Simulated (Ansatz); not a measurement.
Results of BLYP (plane waves, PAW; Ansatz, an electronic-structure program) for rock-salt ZrC.

Run with plane-wave cutoff 520 eV, 20×20×20 k mesh, Fermi–Dirac smearing 0.05 eV, scalar-relativistic PAW data made under PBE.

Cell (relaxed at this level):

```cif
data_CZr
_chemical_formula_sum 'Zr1 C1'
_space_group_name_H-M_alt 'P 1'
_space_group_IT_number 1
_cell_length_a 3.36647
_cell_length_b 3.36647
_cell_length_c 3.36647
_cell_angle_alpha 60.000
_cell_angle_beta 60.000
_cell_angle_gamma 60.000
loop_
_space_group_symop_operation_xyz
  'x, y, z'
loop_
_atom_site_label
_atom_site_type_symbol
_atom_site_fract_x
_atom_site_fract_y
_atom_site_fract_z
_atom_site_occupancy
Zr1 Zr 0.00000 0.00000 0.00000 1
C1 C 0.50000 0.50000 0.50000 1
```

Problem. What does this level give for the bulk modulus and pressure derivative B′ of the bulk modulus?

Solution. 
- bulk modulus: 207 GPa
- pressure derivative B′ of the bulk modulus: 4.1

The run finds no gap.

Measured, for comparison: bulk modulus 223 GPa (temperature not stated, not corrected to a static lattice, from single-crystal elastic constants, our sources range from 208 to 223; as tabulated in arXiv:1102.4063). Computed (rounded) less measured: bulk modulus -7 % (-0.5 % to -7 % over the range).

The computed numbers hold no vibrational or temperature effects.

Cost on a shared machine: about 70 core-seconds (a rough figure).
